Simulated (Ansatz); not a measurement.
A calculation with Ansatz (development build ahead of 0.2.0).

```yaml
crystal:
  periodic: [false, false, false]
  atoms:
    - { symbol: P, position_ang: [0.0, 0.0, 0.0] }
    - { symbol: H, position_ang: [1.53861, 0.0, 0.88832] }
    - { symbol: H, position_ang: [-1.53861, 0.0, 0.88832] }
basis:
  gaussian: { orbitals: "6-31G" }
total_charge: 1
hamiltonian:
  xc: hf
correlation:
  method: fci
  frozen_orbitals: { H: 0, P: 5 }
```

The input is written out in the form of the current development build from the run's settings.

Results

```
Converged    : yes
Total energy : -341.48129 hartree
State        : lowest singlet root, of any spatial symmetry
```
